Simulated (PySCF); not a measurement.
**Dipole moment and polarisability of `C=C[C@H](C)F`**

C4H7F.
Structure used (GFN2-xTB), in Å, numbered top down from 1:
```
atom  x, y, z in Å
C1     1.922    0.397   -0.077
C2     0.874   -0.376   -0.286
C3    -0.382   -0.353    0.535
C4    -1.581    0.121   -0.281
F5    -0.234    0.482    1.627
H6     2.797    0.348   -0.702
H7     1.944    1.104    0.735
H8     0.847   -1.089   -1.099
H9    -0.576   -1.352    0.954
H10   -1.759   -0.561   -1.107
H11   -2.466    0.161    0.348
H12   -1.385    1.116   -0.675
```

Level: CAM-B3LYP/def2-SVPD (PySCF), static field, nuclei fixed, core orbitals frozen in the response. The polarisability tensor in these axes (au):

```
x   61.20  5.84 -0.06
y    5.84 46.28  2.02
z   -0.06  2.02 45.10
```

Q: Diagonalise the tensor; give its mean and Δα, where Δα² is half the sum of the squared differences of the eigenvalues.

A: Principal values 42.70, 46.64 and 63.23 au; mean 50.86 au = 7.54 Å³ = 8.39 × 10⁻⁴⁰ C²·m²/J; Δα = 18.88 au (37 % of the mean).

Q: What is the dipole moment, and where does it point?

A: (-0.40, -1.03, -1.53) D, 1.89 D in size, pointing from the negative to the positive side. Measured along this direction, the outermost atoms are H7 and F5 at the negative end and H10 at the positive end.

Q: Find the Langevin capture rate constant for H3O+ (19.018 u) meeting this molecule (74.053 u), k = 2.342 × 10⁻⁹ cm³/s × √(α in Å³ / reduced mass in u).

A: The reduced mass is 15.13 u, so k = 1.65 × 10⁻⁹ cm³/s. The formula leaves out the permanent dipole, which adds to the capture rate.

Q: Sum over states: ᾱ = Σ f/ω², ω in Eh. What share falls to these 8 lowest TDDFT singlets (eV, f)? 7.43, 0.0894; 7.62, 0.3971; 8.11, 0.0021; 8.23, 0.0136; 8.64, 0.0070; 8.83, 0.0269; 9.19, 0.0027; 9.29, 0.0080.

A: They add up to 6.85 au, 13.5 % of the 50.86 au; the largest single term is 5.07 au, from the state at 7.62 eV. Terms in order: 1.20, 5.07, 0.02, 0.15, 0.07, 0.26, 0.02, 0.07 au. Higher excitations give the rest. The strengths listed sum to 0.547.

Q: What depolarisation ratio follows for Rayleigh scattering of linearly polarised light, taking the static tensor?

A: ρ = 3Δα²/(45ᾱ² + 4Δα²) = 1068.8/(116399 + 1425.1) = 0.00907.

Q: In a dilute gas of rigid molecules at 250 K, how does the orientational term μ²/3kT compare with the electronic polarisability?

A: In Gaussian units μ²/3kT = 34.34 Å³ against 7.54 Å³, a ratio of 4.56; the Debye molar polarisation (4π/3)N_A(α + μ²/3kT) is 105.6 cm³/mol, leaving out the vibrational part.

One conformer (not necessarily the lowest) at the GFN2-xTB geometry, without solvent, vibrations or thermal averaging.

These values come from a run that also computed excited states. Time: 15 s of wall time. Hardware: an Arm Neoverse V2 with one thread, no GPU, on a shared host.
